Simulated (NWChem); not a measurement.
System: Si₂H₆ anion, doublet; SMILES of the neutral closed-shell parent [SiH3][SiH3]

The following NWChem deck was run.

```
start job
memory heap 200 mb stack 700 mb global 900 mb
charge -1
geometry units angstroms noautosym nocenter noautoz
  Si     0.000229     1.286083     0.000547
  Si     0.000228    -1.286083    -0.000547
  H      0.000401     2.574940    -0.890388
  H      1.182291     1.607576     0.895618
  H     -1.182071     1.607590     0.895291
  H     -1.182072    -1.607589    -0.895290
  H      0.000402    -2.574940     0.890388
  H      1.182290    -1.607577    -0.895619
end
basis spherical
  * library def2-svp
end
dft
  odft
  mult 2
  xc b3lyp
  iterations 150
  mulliken
end
task dft energy
esp
  recalculate
  probe 0.07
  range 0.3
  factor 1.0
  spacing 0.02
end
task esp
```

Sets without diffuse functions describe the anion's extra electron poorly. Geometry: optimised at B3LYP/def2-SVPD, spin-unrestricted. This spin state was assumed; another may lie lower. No stability test was run on the SCF state. The highest occupied level is positive, so the extra electron may be held by the finite basis.

Atomic charges in e: unrestrained fits to the electrostatic potential beside Mulliken populations; buried atoms are poorly determined by the fit.

Atoms are numbered as in the input.

### Question
What results follow from this input? (B3LYP/def2-SVP, spin-unrestricted.) Quantities: ESP Si1; Mulliken Si1; ESP Si2; Mulliken Si2; relative RMS misfit of the potential (%).

### Answer
- ESP Si1: 0.02
- Mulliken Si1: 0.08
- ESP Si2: 0.01
- Mulliken Si2: 0.08
- relative RMS misfit of the potential (%): 6
